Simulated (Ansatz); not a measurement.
# O4S: the cost of one run

Program: Ansatz 0.2.0. Level of theory: the levels named in each step. These are calculated values, not measurements.

## Step 1: Starting point

Bond lengths: O1–S2 1.508 Å, S2–O3 1.508 Å, S2–O4 1.508 Å, S2–O5 1.508 Å. Angles: O1–S2–O3 109.5°, O1–S2–O4 109.5°, O1–S2–O5 109.5°, O3–S2–O4 109.5°, O3–S2–O5 109.5°, O4–S2–O5 109.4°.

Coordinates:

```xyz
5

O    -0.2187   -1.1176   -0.9885
S     0.0001    0.0000   -0.0001
O    -0.3665   -0.4737    1.3839
O    -0.8643    1.1779   -0.3736
O     1.4498    0.4142   -0.0220
```

## Step 2: A rough first relaxation, PBE-D4/def2-SVPD

This run stands in another session on the same molecule. It ended at:

```xyz
5

O    -0.2246   -1.1482   -1.0155
S     0.0001    0.0002   -0.0001
O    -0.3766   -0.4867    1.4218
O    -0.8882    1.2101   -0.3839
O     1.4897    0.4254   -0.0226
```

## Step 3: Relaxation, r2SCAN-D4/def2-TZVPPD

Contents of input.yaml:

```yaml
crystal:
  periodic: [false, false, false]
  atoms:
    - { symbol: O, position_ang: [-0.22464871, -1.14824054, -1.01550269] }
    - { symbol: S, position_ang: [7.192e-05, 0.00016095, -5.405e-05] }
    - { symbol: O, position_ang: [-0.37658536, -0.48665667, 1.42177707] }
    - { symbol: O, position_ang: [-0.88823526, 1.21014069, -0.38387571] }
    - { symbol: O, position_ang: [1.48974741, 0.42538558, -0.02260462] }
total_charge: -2
basis:
  gaussian: { orbitals: def2-TZVPPD.json }
hamiltonian:
  xc: r2scan
  dispersion: d4
relax:
  f_tol: 0.002
  max_steps: 150
```

Started as:

```console
$ ansatz run input.yaml --threads 4 --pin off --max-ram 10240MiB --backend cpu --events-out ev --progress --plain --runs-dir out
```

What time and memory should one allow on 4 threads of Intel Xeon at 2.50GHz (Skylake/Cascade Lake), shared host?

About 40 s, with a peak of 0.31 GiB.
